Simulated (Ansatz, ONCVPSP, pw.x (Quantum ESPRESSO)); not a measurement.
# pw.x on fcc Al: one setting changed

Potential: optimised norm-conserving Vanderbilt (ONCV), ONCVPSP 4.0.1.1 (patched build), LDA (Perdew-Wang 92); core [Ne], reference 3s2 3p1; waves: 3s: rc 2.25 bohr, ncon 4, nbas 7, qcut 3.7 1/bohr, 2 projectors, debl 2.3 Ha; 3p: rc 2.75 bohr, ncon 3, nbas 7, qcut 3.4 1/bohr, 2 projectors, debl 2.7 Ha; d scattering state at 0.12 Ha: rc 2.85 bohr, ncon 3, nbas 6, qcut 2.9 1/bohr, 3 projectors, debl 1 Ha; local part: polynomial inside 2.15 bohr (lpopt 3, dvloc0 3 Ha); core correction: none.

The reference run (k-mesh 14³, cutoffs 35/140 Ry, Fermi–Dirac 0.01 Ry, mixing_beta 0.4, conv_thr 1e-9, no spin) gives -0.96 GPa at 15.842 Å³/atom, where all-electron LAPW gives -0.23 GPa. This run, with its own iteration cap, changes nspin = 2 with starting_magnetization to 0.5.

```
&control
  calculation='scf', prefix='x', pseudo_dir='./', outdir='./tmp', tstress=.true., disk_io='none'
/
&system
  ibrav=0, nat=1, ntyp=1, ecutwfc=35, ecutrho=140, nbnd=8,
  occupations='smearing', smearing='fd', degauss=0.01, nspin=2, starting_magnetization(1)=0.5
/
&electrons
  conv_thr=1e-09, mixing_beta=0.4, electron_maxstep=60
/
ATOMIC_SPECIES
Al 1.0 Al.UPF
CELL_PARAMETERS angstrom
  0.00000000 1.99339488 1.99339488
  1.99339488 0.00000000 1.99339488
  1.99339488 1.99339488 0.00000000
ATOMIC_POSITIONS crystal
Al 0.0000 0.0000 0.0000
K_POINTS automatic
14 14 14 0 0 0
```

```bash
pw.x < Al.scf.in > Al.scf.out
```

**Question.** How does the run end?

**Answer.** It converges in 9 iterations; the free energy moves by +0.0 meV/atom and the pressure by +0.00 GPa. The result is that of the reference run.

```
Message from routine setup:
     using ibrav=0 with symmetry is DISCOURAGED, use correct ibrav instead
     lattice parameter (alat)  =       5.3273  a.u.
     unit-cell volume          =     106.9071 (a.u.)^3
     number of electrons       =         3.00
     number of Kohn-Sham states=            8
     kinetic-energy cutoff     =      35.0000  Ry
     charge density cutoff     =     140.0000  Ry
     scf convergence threshold =      1.0E-09
     Exchange-correlation= SLA  PW   NOGX NOGC
     atomic species   magnetization
     number of k points=   104  Fermi-Dirac smearing, width (Ry)=  0.0100
     iteration #  1     ecut=    35.00 Ry     beta= 0.40
     total energy              =      -4.18082736 Ry
     estimated scf accuracy    <       0.00927914 Ry
     total magnetization       =     0.38 Bohr mag/cell
     absolute magnetization    =     0.38 Bohr mag/cell
     iteration #  2     ecut=    35.00 Ry     beta= 0.40
     total energy              =      -4.19609297 Ry
     estimated scf accuracy    <       0.00373385 Ry
     total magnetization       =     0.28 Bohr mag/cell
     absolute magnetization    =     0.28 Bohr mag/cell
     iteration #  3     ecut=    35.00 Ry     beta= 0.40
     total energy              =      -4.20055168 Ry
     estimated scf accuracy    <       0.00009328 Ry
     total magnetization       =     0.06 Bohr mag/cell
     absolute magnetization    =     0.06 Bohr mag/cell
     iteration #  4     ecut=    35.00 Ry     beta= 0.40
     c_bands:  1 eigenvalues not converged
     c_bands:  1 eigenvalues not converged
     total energy              =      -4.20087945 Ry
     estimated scf accuracy    <       0.00000243 Ry
     total magnetization       =     0.00 Bohr mag/cell
     absolute magnetization    =     0.00 Bohr mag/cell
     iteration #  5     ecut=    35.00 Ry     beta= 0.40
     total energy              =      -4.20087968 Ry
     estimated scf accuracy    <       0.00000007 Ry
     total magnetization       =     0.00 Bohr mag/cell
     absolute magnetization    =     0.00 Bohr mag/cell
     iteration #  6     ecut=    35.00 Ry     beta= 0.40
     total energy              =      -4.20087972 Ry
     estimated scf accuracy    <          2.5E-09 Ry
     total magnetization       =     0.00 Bohr mag/cell
     absolute magnetization    =     0.00 Bohr mag/cell
     iteration #  7     ecut=    35.00 Ry     beta= 0.40
     total energy              =      -4.20087973 Ry
     estimated scf accuracy    <          2.3E-09 Ry
     total magnetization       =     0.00 Bohr mag/cell
     absolute magnetization    =     0.00 Bohr mag/cell
     iteration #  8     ecut=    35.00 Ry     beta= 0.40
     total energy              =      -4.20087974 Ry
     estimated scf accuracy    <          2.4E-09 Ry
     total magnetization       =     0.00 Bohr mag/cell
     absolute magnetization    =     0.00 Bohr mag/cell
     iteration #  9     ecut=    35.00 Ry     beta= 0.40
     the Fermi energy is     8.1120 ev
!    total energy              =      -4.20087974 Ry
     estimated scf accuracy    <          9.6E-11 Ry
     smearing contrib. (-TS)   =      -0.00200015 Ry
     The total energy is F=E-TS. E is the sum of the following terms:
     one-electron contribution =       2.89298105 Ry
     hartree contribution      =       0.00744230 Ry
     xc contribution           =      -1.62225443 Ry
     ewald contribution        =      -5.47704851 Ry
     total magnetization       =     0.00 Bohr mag/cell
     absolute magnetization    =     0.00 Bohr mag/cell
     convergence has been achieved in   9 iterations
          total   stress  (Ry/bohr**3)                   (kbar)     P=       -9.58
     Message from routine punch:
     Nothing written, as per user request (disk_io='none')
```

The run took about 10 s on one core of a shared host (Neoverse-V2, 32 threads, 247 GiB, load 17).
